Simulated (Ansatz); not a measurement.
in.yaml

```yaml
crystal:
  periodic: [false, false, false]
  atoms:
    - {symbol: B, position_ang: [0.000000, 0.000000, 2.231632]}
    - {symbol: Al, position_ang: [0.000000, 0.000000, -1.135765]}
    - {symbol: H, position_ang: [0.000000, 1.510485, 3.233586]}
    - {symbol: H, position_ang: [0.000000, -1.510485, 3.233586]}
basis:
  gaussian: {orbitals: cc-pVDZ}
magnetization: {spin_polarized: false}
correlation: {method: ccsdt_q, electrons: outside_noble_gas}
```

```sh
$ ansatz run in.yaml --threads 1 --pin off --events-out ev --progress --plain --max-ram 2393MiB
```

The program prints:

```
774 factors; integrals over basis functions are off by at most 1.5e-7 eV
mean field evaluation 1: about -7276.9417 eV, gradient 1.1e1 eV
mean field evaluation 2: about -7276.9420 eV, gradient 1.1e1 eV
mean field evaluation 4: about -7278.6032 eV, gradient 1.9e0 eV
mean field evaluation 8: about -7278.6642 eV, gradient 6.5e-5 eV
mean field evaluation 16: about -7278.6641 eV, gradient 6.0e-2 eV
mean field evaluation 32: about -7272.1448 eV, gradient 7.4e-5 eV
mean field -7278.66416221 eV, -267.4859743055 hartree, gradient 2.4e-6 eV, S^2 0.000000; 0 other end points of the search recorded, 0 dependent functions left out; unrestricted orbitals would lower it
6 core orbitals not correlated: weight in the atoms' cores, before any rotation towards them, 1.000 or more for the frozen orbitals, at most 0.000 for the correlated occupied ones
reference -7278.66416221 eV, -267.4859743055 hartree; 4, 4 occupied and 32, 32 virtual orbitals, 774 factors
second order -3.68341888 eV of doubles, -0.00000000 eV of singles
cycle   1  -4.43574944 eV  change   -7.5e-1 eV  update   1.2e-1
cycle   2  -5.02443046 eV  change   -5.9e-1 eV  update   6.3e-2
cycle   3  -5.20678216 eV  change   -1.8e-1 eV  update   3.3e-2
cycle   4  -5.21946527 eV  change   -1.3e-2 eV  update   1.6e-2
cycle   5  -5.23225758 eV  change   -1.3e-2 eV  update   1.1e-2
cycle   6  -5.23734507 eV  change   -5.1e-3 eV  update   4.5e-3
cycle   7  -5.23526841 eV  change    2.1e-3 eV  update   2.5e-3
cycle   8  -5.23441349 eV  change    8.5e-4 eV  update   1.1e-3
cycle   9  -5.23511465 eV  change   -7.0e-4 eV  update   5.8e-4
cycle  10  -5.23555948 eV  change   -4.4e-4 eV  update   2.5e-4
cycle  11  -5.23541604 eV  change    1.4e-4 eV  update   1.4e-4
cycle  12  -5.23544205 eV  change   -2.6e-5 eV  update   9.5e-5
cycle  13  -5.23535576 eV  change    8.6e-5 eV  update   6.3e-5
cycle  14  -5.23532632 eV  change    2.9e-5 eV  update   3.9e-5
cycle  15  -5.23536479 eV  change   -3.8e-5 eV  update   2.4e-5
cycle  16  -5.23538213 eV  change   -1.7e-5 eV  update   1.3e-5
cycle  17  -5.23538822 eV  change   -6.1e-6 eV  update   8.1e-6
cycle  18  -5.23539207 eV  change   -3.8e-6 eV  update   5.5e-6
cycle  19  -5.23539074 eV  change    1.3e-6 eV  update   3.1e-6
cycle  20  -5.23538771 eV  change    3.0e-6 eV  update   1.7e-6
cycle  21  -5.23538677 eV  change    9.4e-7 eV  update   9.3e-7
cycle  22  -5.23538668 eV  change    9.6e-8 eV  update   4.5e-7
perturbative correction -0.01722457 eV, -0.0006329912 hartree
Total energy: -7283.91677346 eV, -267.6790042085 hartree
```

Ran on 1 thread of Arm Neoverse V2, shared host: 2.6 s wall, 0.16 GiB peak host memory.
